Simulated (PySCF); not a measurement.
nitryl fluoride: calculation against experiment

**Experimental background.**

NIST CCCBDB Release 22 (SRD 101), experimental dipoles lists, for the gas: dipole moment 0.466 D.

The runs below try to reproduce these values; the comparison stands at the end.

Compound: nitryl fluoride, FNO2.
Numbering: `[O:1]=[N+:2]([O-:3])[F:4]`

Geometry (PBE0-D3(BJ)/def2-TZVP, Å), atoms numbered from 1 in this order:
```xyz
4
FNO2 angstrom
O     -0.4762    0.8430    0.5294
N     -0.0552   -0.2133    0.2539
O      0.9255   -0.8079    0.4847
F     -0.9663   -0.9657   -0.5721
```

The PySCF runs (gas phase, on this PBE0-D3(BJ)/def2-TZVP geometry; no spin–orbit coupling):

| level | job | basis functions | wall time |
| --- | --- | --- | --- |
| PBE0-D3(BJ)/def2-TZVP, grid level 2 | geometry optimisation from a GFN2-xTB start shaken at random | 124 | 23 s |
| B97-2/pcSseg-2 | shieldings | 144 | 5.8 s |
| KT3/pcSseg-2 | shieldings | 144 | 6.8 s |
| PBE0/pcSseg-2 | shieldings, charges and field gradients | 144 | 6.3 s |
| wB97X-D/pcSseg-2 | shieldings | 144 | 7.5 s |
| CAM-B3LYP/aug-cc-pVTZ | 10 singlets by full TDDFT, 4 Tamm–Dancoff triplets, polarisability | 184 | 11 s |
| PBE0/aug-cc-pVTZ | 10 singlets by full TDDFT, 4 Tamm–Dancoff triplets, polarisability, dynamic polarisability | 184 | 15 s |
| wB97X-D/aug-cc-pVTZ | 10 singlets by full TDDFT, 4 Tamm–Dancoff triplets, polarisability, ΔSCF ions | 184 | 43 s |

Hardware: one thread, Arm Neoverse V2 (aarch64), on a shared host.

## Comparison

**Dipole moment.** Measured: 0.466 D (NIST CCCBDB Release 22 (SRD 101), experimental dipoles).

```tsv
level	computed (D)	computed − measured (D)	% (from the printed values)
PBE0-D3(BJ)/def2-TZVP	0.300	-0.166	-36
B97-2/pcSseg-2	0.340	-0.126	-27
KT3/pcSseg-2	0.390	-0.076	-16
PBE0/pcSseg-2	0.322	-0.144	-31
wB97X-D/pcSseg-2	0.308	-0.158	-34
CAM-B3LYP/aug-cc-pVTZ	0.310	-0.156	-33
PBE0/aug-cc-pVTZ	0.321	-0.145	-31
wB97X-D/aug-cc-pVTZ	0.311	-0.155	-33
```

Closest is KT3/pcSseg-2 (-0.076 D), furthest PBE0-D3(BJ)/def2-TZVP (-0.166 D); one molecule doesn't rank methods. All 8 levels lie below the measurement. The computed dipoles belong to one fixed geometry; measured ones are averaged over vibrations unless marked μe. Magnitudes are compared, not signs.

The geometry is computed, not the measured one. Where a level misses, the cause wasn't examined.
